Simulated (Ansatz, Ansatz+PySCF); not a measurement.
**Stretching triplet S₂**

The S–S distance is varied.

Basis set: def2-SVP (spherical functions). Correlated methods keep 10 orbitals frozen. Correlation on ROHF uses semicanonical orbitals with singles. Charge 0, multiplicity 3.

Computed with Ansatz (development build ahead of 0.2.0), each point on the determinant that the search for low states chose. Each curve is measured from its own lowest point listed.

```json
{"r(S–S) (Å)": "1.700", "ROHF (eV)": "0.819", "UHF (eV)": "0.816", "UHF-MP2 (eV)": "1.055"}
{"r(S–S) (Å)": "1.730", "ROHF (eV)": "0.535", "UHF (eV)": "0.532", "UHF-MP2 (eV)": "0.741"}
{"r(S–S) (Å)": "1.760", "ROHF (eV)": "0.320", "UHF (eV)": "0.317", "UHF-MP2 (eV)": "0.494"}
{"r(S–S) (Å)": "1.790", "ROHF (eV)": "0.166", "UHF (eV)": "0.164", "UHF-MP2 (eV)": "0.306"}
{"r(S–S) (Å)": "1.820", "ROHF (eV)": "0.065", "UHF (eV)": "0.063", "UHF-MP2 (eV)": "0.169"}
{"r(S–S) (Å)": "1.850", "ROHF (eV)": "0.011", "UHF (eV)": "0.010", "UHF-MP2 (eV)": "0.076"}
{"r(S–S) (Å)": "1.890", "ROHF (eV)": "0.000", "UHF (eV)": "0.000", "UHF-MP2 (eV)": "0.011"}
{"r(S–S) (Å)": "1.910", "ROHF (eV)": "0.018", "UHF (eV)": "0.018", "UHF-MP2 (eV)": "0.000"}
{"r(S–S) (Å)": "1.940", "ROHF (eV)": "0.067", "UHF (eV)": "0.070", "UHF-MP2 (eV)": "0.006"}
{"r(S–S) (Å)": "1.970", "ROHF (eV)": "0.130", "UHF (eV)": "0.146", "UHF-MP2 (eV)": "0.126"}
{"r(S–S) (Å)": "2.000", "ROHF (eV)": "0.202", "UHF (eV)": "0.229", "UHF-MP2 (eV)": "0.329"}
{"r(S–S) (Å)": "2.056", "ROHF (eV)": "0.355", "UHF (eV)": "0.396", "UHF-MP2 (eV)": "0.677"}
{"r(S–S) (Å)": "2.100", "ROHF (eV)": "0.487", "UHF (eV)": "0.535", "UHF-MP2 (eV)": "0.925"}
{"r(S–S) (Å)": "2.160", "ROHF (eV)": "0.682", "UHF (eV)": "0.735", "UHF-MP2 (eV)": "1.242"}
{"r(S–S) (Å)": "2.220", "ROHF (eV)": "0.888", "UHF (eV)": "0.943", "UHF-MP2 (eV)": "1.537"}
{"r(S–S) (Å)": "2.270", "ROHF (eV)": "1.065", "UHF (eV)": "1.121", "UHF-MP2 (eV)": "1.768"}
{"r(S–S) (Å)": "2.330", "ROHF (eV)": "1.282", "UHF (eV)": "1.338", "UHF-MP2 (eV)": "2.032"}
{"r(S–S) (Å)": "2.390", "ROHF (eV)": "1.502", "UHF (eV)": "1.554", "UHF-MP2 (eV)": "2.378"}
{"r(S–S) (Å)": "2.450", "ROHF (eV)": "1.723", "UHF (eV)": "1.728", "UHF-MP2 (eV)": "2.812"}
{"r(S–S) (Å)": "2.490", "ROHF (eV)": "1.871", "UHF (eV)": "1.820", "UHF-MP2 (eV)": "3.042"}
{"r(S–S) (Å)": "2.540", "ROHF (eV)": "2.056", "UHF (eV)": "1.914", "UHF-MP2 (eV)": "3.277"}
{"r(S–S) (Å)": "2.600", "ROHF (eV)": "2.277", "UHF (eV)": "2.003", "UHF-MP2 (eV)": "3.500"}
{"r(S–S) (Å)": "2.660", "ROHF (eV)": "2.497", "UHF (eV)": "2.072", "UHF-MP2 (eV)": "3.673"}
{"r(S–S) (Å)": "2.720", "ROHF (eV)": "2.715", "UHF (eV)": "2.127", "UHF-MP2 (eV)": "3.810"}
{"r(S–S) (Å)": "2.770", "ROHF (eV)": "2.895", "UHF (eV)": "2.164", "UHF-MP2 (eV)": "3.902"}
{"r(S–S) (Å)": "2.830", "ROHF (eV)": "3.107", "UHF (eV)": "2.201", "UHF-MP2 (eV)": "3.993"}
```

Q: Give the ROHF-MP2 curve at the same distances.

A:

```csv
r (Å),E (eV)
1.700,1.076
1.730,0.759
1.760,0.509
1.790,0.318
1.820,0.178
1.850,0.083
1.890,0.013
1.910,0.000
1.940,0.081
1.970,0.278
2.000,0.466
2.056,0.799
2.100,1.042
2.160,1.356
2.220,1.650
2.270,1.883
2.330,2.149
2.390,2.402
2.450,2.643
2.490,2.798
2.540,2.985
2.600,3.201
2.660,3.408
2.720,3.606
2.770,3.764
2.830,3.946
```

Caution at some points: the determinant breaks the point group. Caution for ROHF at some points, ROHF-MP2 at some points: an unrestricted determinant lies well below. Caution for UHF at some points, UHF-MP2 at some points: the unrestricted determinant is spin contaminated. Caution for ROHF-MP2 at some points, UHF-MP2 at some points: forces differ strongly between restricted and unrestricted references; another reference gives a lower total; bonds are stretched, where a single reference can fail. Caution for ROHF-MP2 at some points: other determinants can give a lower correlated total.
